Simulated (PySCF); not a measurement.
Compound: furan, C4H4O.
Geometry (PBE0-D3(BJ)/def2-TZVP, Å), atoms numbered from 1 in this order:
```
atom  x, y, z in Å
C1    -0.6282    0.3421    0.7228
C2     0.5513    0.8548    0.1029
C3     0.9343   -0.0791   -0.7984
O4     0.0825   -1.1282   -0.7847
C5    -0.8610   -0.8593    0.1450
H6    -1.2196    0.8074    1.4949
H7     1.0440    1.7925    0.3031
H8     1.7534   -0.1438   -1.4950
H9    -1.6223   -1.6097    0.2773
```

The closed-shell ground state was solved at several levels (PySCF, density fitting, gas phase, non-relativistic). Geometry: PBE0-D3(BJ)/def2-TZVP; no solvent, vibrations or thermal averaging.

```tsv
level	basis functions	total energy (Eh)	HOMO (eV)	LUMO (eV)	gap (eV)	dipole (D)
PBE0/aug-cc-pVTZ	322	-229.8417	-6.70	0.06	6.76	0.60
KT3/pcSseg-2	236	-233.6564	-5.63	-0.70	4.93	0.54
B97-2/pcSseg-2	236	-230.0282	-6.45	0.16	6.61	0.59
PBE0/pcJ-2	351	-229.8549	-6.70	0.21	6.91	0.59
PBE0/pcSseg-2	236	-229.8458	-6.70	0.22	6.92	0.59
wB97X-D/aug-cc-pVTZ	322	-230.0257	-8.50	0.88	9.38	0.61
CAM-B3LYP/aug-cc-pVTZ	322	-229.9973	-8.00	0.32	8.32	0.66
wB97X-D/pcSseg-2	236	-230.0312	-8.52	2.02	10.54	0.60
B97-2/pcJ-2	351	-230.0383	-6.44	0.17	6.61	0.59
```

Problem. What might B3LYP/pcJ-2 (351 basis functions) give for the same quantities?

Solution. Total energy -230.1257 Eh, HOMO -6.50 eV, LUMO -0.04 eV, gap 6.46 eV, dipole 0.62 D.

Problem. Over all these levels, which gives the widest orbital gap and which the narrowest?

Solution. wB97X-D/pcSseg-2 (range-separated hybrid) has the widest, 10.54 eV, and KT3/pcSseg-2 (GGA) the narrowest, 4.93 eV. The two share the basis. From the narrowest to the widest the HOMO moves by -2.89 eV and the LUMO by +2.72 eV.

Problem. How much does the basis alone move the frontier levels among the 3 PBE0 rows?

Solution. The HOMO by 0.00 eV and the LUMO by 0.16 eV. By rising basis size (HOMO, LUMO in eV): pcSseg-2 -6.70, 0.22; aug-cc-pVTZ -6.70, 0.06; pcJ-2 -6.70, 0.21.

Problem. In the pcSseg-2 basis, how does the gap go with the fixed share of exact exchange?

Solution. KT3 (0 %) 4.93 eV; B97-2 (21 %) 6.61 eV; PBE0 (25 %) 6.92 eV. Each rise in the share widens the gap here.

Problem. How far do the dipole and the HOMO energy spread over the levels?

Solution. The dipole runs from 0.54 to 0.66 D (mean 0.60 D) and the HOMO from -8.52 to -5.63 eV.

The pairwise dispersion term of wB97X-D wasn't added to the energies; at a given geometry it leaves orbitals and properties as they are.
